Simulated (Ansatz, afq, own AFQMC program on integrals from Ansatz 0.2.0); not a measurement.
**GeH5O, doublet in cc-pVDZ, levels against CCSDT(Q)**

```csv
atom,x (Å),y (Å),z (Å)
O,-2.2776,-0.0100,0.0000
H,-2.5269,0.9166,0.0000
H,-1.1896,-0.0100,0.0000
Ge,0.5124,-0.0100,0.0000
H,0.9811,-1.4759,0.0000
H,0.9811,0.7230,-1.2695
H,0.9811,0.7230,1.2695
```

Basis cc-pVDZ. Noble-gas cores (and the filled d shells of Ga–Kr and In–Xe) are frozen. AFQMC by an in-house program on the Cholesky factors that Ansatz 0.2.0 writes for its CCSD(T) run. ph-AFQMC/CISD is guided by a CISD state made of CCSD amplitudes; releasing the constraint for a short imaginary time cuts its bias at the price of noise, slowly where states lie close. Error bars are statistical, one sigma. No spin–orbit coupling.

Determinant: UHF, the one that the program's search chose, which needn't be the lowest solution. The geometry is a point of a scan.

No full CI on the walks' own integrals is used here; CCSDT(Q) serves as the reference and is uncertain by about the last step of the cluster series.

Cautions: no relativity below Rb; no spin-orbit coupling; inner d shell frozen.

The T1 diagnostic is 0.0137. The weight of the determinant in the CISD state is 0.875, the ⟨S²⟩ of the determinant is 0.770 and the size of the correlated space is 15 electrons in 51 orbitals.

Reference: CCSDT(Q), correlation energy -9.474 eV. The released energy is read at 1.50 1/Eh (meV from the phaseless value at times in 1/Eh: -4 ± 3 at 0.24, 2 ± 3 at 0.51, -5 ± 5 at 0.99, 2 ± 5 at 1.50).

```
         level  E − E(reference) (mEh)  share of correlation (%)
            HF                  348.18                      0.00
           MP2                   43.58                     87.48
          CCSD                    8.36                     97.60
       CCSD(T)                    1.56                     99.55
         CCSDT                    0.70                     99.80
 ph-AFQMC/CISD             0.13 ± 0.16                     99.96
released AFQMC             0.20 ± 0.17                     99.94
```

A walk keeps the symmetry of its determinant, which the program's search chose and which needn't be the lowest solution, so a lower state of the same spin and another symmetry isn't excluded. Released energies are given only where the last usable release times agree within the noise; a slower fall can still hide under it.
